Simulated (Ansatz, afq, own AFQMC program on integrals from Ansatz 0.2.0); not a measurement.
# B2H, doublet in 6-31G, levels against full CI

```yaml
atoms:
  - { symbol: B, position_ang: [0.0000, 0.0000, -0.4209] }
  - { symbol: B, position_ang: [0.0000, 0.0000, 2.0191] }
  - { symbol: H, position_ang: [0.0000, 0.0000, -1.5983] }
```

Connectivity, by distances: BH ··· B.

Basis 6-31G. Noble-gas cores (and the filled d shells of Ga–Kr and In–Xe) are frozen. Ansatz 0.2.0 and our own AFQMC program on the same integrals; the CISD trial comes from CCSD amplitudes, and released means the phaseless constraint is let go. Error bars are statistical, one sigma.

Determinant: ROHF, the one that the program's search chose, which needn't be the lowest solution. The geometry is a point of a scan.

Full CI on the same integrals is exact in this basis and with this determinant's frozen core.

Cautions: a spin-contaminated unrestricted determinant lies lower (UHF 272 meV lower, ⟨S²⟩ 1.06); strong correlation (T1 0.058, weight of the determinant 0.83, largest double 0.14); the released energies are still falling, so no released level is given (meV from the phaseless value at times in 1/Eh: -14 ± 4 at 0.24, -25 ± 4 at 0.51, -40 ± 4 at 0.99, -51 ± 5 at 1.62, -65 ± 5 at 2.40).

```
T1 diagnostic                               : 0.0582
weight of the determinant in the CISD state : 0.828
size of the correlated space                : 7 electrons in 18 orbitals
```

Reference: full CI, correlation energy -3.541 eV.

| level | E − E(reference) (kJ/mol) | share of correlation (%) |
| --- | --- | --- |
| HF | 341.7 | 0.00 |
| MP2 | 131.7 | 61.45 |
| CCSD | 23.1 | 93.24 |
| CCSD(T) | 10.4 | 96.95 |
| CCSDT | 1.4 | 99.58 |
| CCSDT(Q) | 0.4 | 99.89 |
| CCSDTQ | 0.0 | 99.99 |
| ph-AFQMC/CISD | 9.2 ± 0.5 | 97.30 |

CCSDT and higher add their correlation energy to the determinant of the CCSD(T) run, since their own runs factorise the integrals more tightly (a shift of under 2 meV). A walk keeps the symmetry of its determinant, which the program's search chose and which needn't be the lowest solution, so a lower state of the same spin and another symmetry isn't excluded.
